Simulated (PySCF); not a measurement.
**Silicon: a sound run and one with changed settings**

Sound run: Si [Ne] 3s2 3p2, Si+ [Ne] 3s2 3p1. Calculation: PySCF 2.14, in pcseg-2; no relativity, point nucleus. In the sound run the correlated levels freeze [Ne]. The sound run starts from symmetry-adapted Hartree-Fock orbitals and uses a fine grid where one is needed.

Changed run: all electrons correlated in a basis built for the valence shell.

```
species   method  sound run (hartree)  changed run (hartree)  converged
     Si      MP2           -288.89764             -288.96118        yes
     Si  CCSD(T)           -288.91524             -288.97951        yes
    Si+      MP2           -288.60705             -288.67105        yes
    Si+  CCSD(T)           -288.62400             -288.68872        yes
```

Ionisation energy of Si:

```tsv
method	sound run (eV)	changed run (eV)
UHF	7.635	7.635
MP2	7.907	7.895
SCS-MP2	7.838	7.827
CCSD	7.904	7.894
CCSD(T)	7.925	7.913
```

A valence basis has no tight correlating functions, so it recovers only part of the core correlation, and not evenly between atom and ion.

For comparison, NIST gives 8.152 eV between the lowest levels.
